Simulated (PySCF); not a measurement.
# How methods differ on the electron affinity of O

O⁻ [He] 2s2 2p5 (2P) → O [He] 2s2 2p4 (3P), as a difference of total energies. Calculation: PySCF 2.14, in x2c-TZVPPall with one added diffuse shell each of s, p, d type (6s4p3d1f, 40 functions); scalar relativity by spin-free X2C-1e. Correlated levels: valence and next inner shell: nothing frozen. The calculations carry no spin-orbit coupling.

Task: Order these methods by the electron affinity they give, lowest first.
A. CCSD(T) (valence and next inner shell)
B. CCSD (valence and next inner shell)
C. SCS-MP2 (valence and next inner shell)
D. UHF

Result: D (-0.583 eV), B (1.129 eV), A (1.272 eV), C (1.314 eV).

Errors of the correlated levels include the incompleteness of this basis.

A negative affinity means that the anion lies above the atom at that level of theory.

For comparison: 1.461 eV (measured; photodetachment measurements, as compiled on the Wikipedia data page of electron affinities).
